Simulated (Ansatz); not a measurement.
# BH3O: the cost of one run

Computed with Ansatz 0.2.0, Gaussian basis. Level: PBE0-D4/def2-TZVP structures, single points in def2-TZVPP, no counterpoise correction.

Levels: SPW92, PBE-D4, BLYP-D4, r2SCAN-D4, B97M-V, PBE0-D4, B3LYP-D4, r2SCAN0-D4, BHLYP-D4, CAM-B3LYP-D4, wB97X-V, wB97M-V, B2PLYP, PBE-QIDH, RPA on PBE, Hartree-Fock, MP2, CCSD, CCSD(T).

Cores are frozen in the correlated methods. B3LYP uses VWN-RPA correlation. B2PLYP carries no dispersion term here.

94 further runs of the same task are left out: 94 set aside as unsound or not needed.

## Step 1: The starting structure

The complex: 10 atoms, charge 0, spin multiplicity 1.

Atoms are counted from 1 here; the program's logs count them from 0.

Bond lengths: B1–O2 1.348 Å, B1–H3 1.202 Å, B1–H4 1.196 Å, O2–H7 0.961 Å, H5–C6 1.090 Å, C6–H8 1.090 Å, C6–H9 1.090 Å, C6–H10 1.090 Å. Angles: O2–B1–H3 120.7°, O2–B1–H4 116.8°, H3–B1–H4 122.5°, B1–O2–H7 113.4°, H5–C6–H8 109.7°, H5–C6–H9 109.5°, H5–C6–H10 109.5°, H8–C6–H9 109.4°, H8–C6–H10 109.5°, H9–C6–H10 109.3°.

Geometry (Å):

```xyz
10

B    -0.18616    0.32735   -1.66527
O    -1.51473    0.16091   -1.50670
H     0.52885   -0.61511   -1.87643
H     0.22978    1.44661   -1.59407
H    -0.49168    0.18058    1.49114
C     0.54664   -0.11333    1.64266
H    -1.79556   -0.75526   -1.57407
H     0.70145   -1.12391    1.26499
H     0.78044   -0.08561    2.70658
H     1.20088    0.57777    1.11128
```

Its parts: BH₃O holds atoms 1, 2, 3, 4, 7; CH₄ holds atoms 5, 6, 8, 9, 10. Each part counts its atoms afresh in its own runs.

## Step 2: Relaxing BH₃O alone

The input, relax-a/in.yaml:

```yaml
crystal:
  periodic: [false, false, false]
  atoms:
    - {symbol: B, position_ang: [-0.186162, 0.327347, -1.665271]}
    - {symbol: O, position_ang: [-1.514727, 0.160907, -1.506701]}
    - {symbol: H, position_ang: [0.528846, -0.615114, -1.876426]}
    - {symbol: H, position_ang: [0.229781, 1.446606, -1.594074]}
    - {symbol: H, position_ang: [-1.795560, -0.755264, -1.574071]}
basis:
  gaussian: {orbitals: def2-TZVP}
hamiltonian: {xc: pbe0, dispersion: d4}
relax: {f_tol: 0.005, max_steps: 200}
```

The run is started by

```sh
$ ansatz run in.yaml --threads 2 --pin off --events-out ev --progress --plain --max-ram 4352MiB
```

**Question.** How long does this run take on 2 threads of Arm Neoverse V1, shared host?

About 3 s.
